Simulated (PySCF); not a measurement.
Fluorine: a sound run and one with changed settings

Sound run: F [He] 2s2 2p5, F+ [He] 2s2 2p4. All numbers are calculated (PySCF 2.14, the spin-free X2C one-electron Hamiltonian (Gaussian nucleus), in aug-cc-pVDZ-DK (4s3p2d, 23 functions)). The sound run starts from symmetry-adapted Hartree-Fock orbitals and uses a fine grid where one is needed.

Changed run: 6 angular points. This setting is unsound on purpose.

```
species  method  sound run (hartree)  changed run (hartree)  converged
      F     UHF            -99.46762              -99.46762        yes
      F    MN15            -99.76837              -99.73890        yes
      F     LDA            -99.16050              -99.20880        yes
     F+     UHF            -98.88875              -98.88875        yes
     F+    MN15            -99.12061              -99.07752        yes
     F+     LDA            -98.49962              -98.55486        yes
```

Ionisation energy of F:

| method | sound run (eV) | changed run (eV) |
| --- | --- | --- |
| UHF | 15.752 | 15.752 |
| MN15 | 17.626 | 17.997 |
| LDA | 17.983 | 17.795 |

A coarse angular grid integrates products of high-l functions wrongly, so density functionals can shift, and the SCF can exploit the error; Hartree-Fock and MP2 need no grid.

For comparison, NIST gives 17.423 eV between the lowest levels.
